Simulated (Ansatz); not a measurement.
Born–Oppenheimer molecular dynamics of BH₂O (4 atoms, charge 0, multiplicity 2). It starts from a relaxed structure.

Theory: Ansatz, UKS PBE-D4/def2-SVP.

```yaml
ensemble: NVE (velocity Verlet)
time_step: 0.5 fs
steps_asked: 250
starting_velocities_drawn_for: 200 K
masses: H 10 u
seed: 375187
```

Frames 5 fs apart, positions in Å, forces in eV/Å.

Velocities at 60.0 fs (Å/ps):

```
B 1.00 3.00 -2.66
O 1.26 0.18 -0.01
H -1.15 -1.77 1.55
H -1.94 -1.76 1.34
```

```xyz
4
Properties=species:S:1:pos:R:3:forces:R:3 time_fs=60.0 energy_less_start_eV=0.033 T=73
B -0.015 -0.495 0.392 0.85 1.17 -0.74
O 0.105 0.563 -0.470 0.27 -0.71 0.69
H -1.055 -1.040 0.552 -0.76 -0.37 0.09
H 1.028 0.906 -0.485 -0.36 -0.10 -0.03
4
Properties=species:S:1:pos:R:3:forces:R:3 time_fs=65.0 energy_less_start_eV=0.009 T=165
B -0.004 -0.472 0.373 -0.09 -0.40 0.32
O 0.112 0.560 -0.466 -0.39 0.03 -0.13
H -1.067 -1.052 0.560 0.04 0.09 -0.08
H 1.017 0.897 -0.479 0.45 0.27 -0.11
4
Properties=species:S:1:pos:R:3:forces:R:3 time_fs=70.0 energy_less_start_eV=0.048 T=15
B 0.006 -0.457 0.361 -0.74 -1.58 1.14
O 0.113 0.557 -0.465 -0.41 0.80 -0.78
H -1.079 -1.062 0.566 0.57 0.40 -0.20
H 1.016 0.895 -0.476 0.58 0.37 -0.16
4
Properties=species:S:1:pos:R:3:forces:R:3 time_fs=75.0 energy_less_start_eV=0.014 T=147
B 0.002 -0.472 0.372 -0.44 -0.40 0.24
O 0.109 0.565 -0.473 0.08 0.00 0.05
H -1.079 -1.063 0.568 0.40 0.29 -0.16
H 1.027 0.900 -0.476 -0.04 0.10 -0.13
4
Properties=species:S:1:pos:R:3:forces:R:3 time_fs=80.0 energy_less_start_eV=0.036 T=61
B -0.012 -0.495 0.387 0.35 1.13 -0.83
O 0.106 0.572 -0.480 0.44 -0.92 0.94
H -1.070 -1.057 0.567 -0.21 -0.05 -0.04
H 1.037 0.909 -0.479 -0.58 -0.17 -0.06
4
Properties=species:S:1:pos:R:3:forces:R:3 time_fs=85.0 energy_less_start_eV=0.031 T=80
B -0.018 -0.496 0.386 0.67 1.12 -0.73
O 0.109 0.566 -0.474 0.33 -0.75 0.76
H -1.065 -1.052 0.564 -0.48 -0.17 -0.01
H 1.034 0.913 -0.484 -0.52 -0.19 -0.02
4
Properties=species:S:1:pos:R:3:forces:R:3 time_fs=90.0 energy_less_start_eV=0.009 T=164
B -0.012 -0.476 0.371 0.13 -0.58 0.55
O 0.117 0.551 -0.459 -0.10 0.49 -0.42
H -1.070 -1.051 0.561 -0.09 0.05 -0.09
H 1.020 0.914 -0.490 0.07 0.03 -0.03
4
Properties=species:S:1:pos:R:3:forces:R:3 time_fs=95.0 energy_less_start_eV=0.042 T=36
B -0.002 -0.467 0.368 -0.31 -1.59 1.27
O 0.123 0.543 -0.449 -0.55 1.11 -1.08
H -1.078 -1.048 0.555 0.22 0.20 -0.12
H 1.008 0.915 -0.496 0.64 0.28 -0.06
4
Properties=species:S:1:pos:R:3:forces:R:3 time_fs=100.0 energy_less_start_eV=0.003 T=188
B 0.003 -0.488 0.388 -0.07 -0.09 0.07
O 0.121 0.548 -0.453 -0.50 -0.12 -0.03
H -1.081 -1.042 0.547 0.10 0.05 -0.02
H 1.009 0.923 -0.504 0.47 0.16 -0.01
4
Properties=species:S:1:pos:R:3:forces:R:3 time_fs=105.0 energy_less_start_eV=0.033 T=72
B 0.005 -0.512 0.411 0.20 1.25 -0.99
O 0.113 0.553 -0.458 0.33 -0.85 0.82
H -1.083 -1.034 0.538 -0.13 -0.16 0.09
H 1.021 0.933 -0.511 -0.41 -0.24 0.08
4
Properties=species:S:1:pos:R:3:forces:R:3 time_fs=110.0 energy_less_start_eV=0.033 T=73
B 0.012 -0.511 0.414 0.00 0.98 -0.83
O 0.109 0.546 -0.452 0.83 -0.41 0.59
H -1.086 -1.030 0.531 0.00 -0.14 0.12
H 1.023 0.939 -0.518 -0.83 -0.43 0.12
4
Properties=species:S:1:pos:R:3:forces:R:3 time_fs=115.0 energy_less_start_eV=0.013 T=151
B 0.018 -0.491 0.400 -0.41 -0.52 0.31
O 0.117 0.534 -0.438 0.31 0.64 -0.46
H -1.090 -1.028 0.527 0.29 0.02 0.07
H 1.008 0.935 -0.521 -0.19 -0.14 0.08
```

Of the whole run (125 fs, mean temperature of the second half 99 K): The conserved energy stayed within 0.044 meV per atom of its start (net change 0.011 meV per atom), so the integration is sound. The temperature averaged 0.49 of the 200 K drawn at the start: a run that starts near a minimum puts about half its kinetic energy into the potential. A run of 0.12 ps of so small a system gives no equilibrium averages.

Time of the run: 2.5 min on 1 thread of AMD EPYC 7R43 64-Core Processor (Zen 3), with other jobs on the host, peak memory 0.12 GiB.
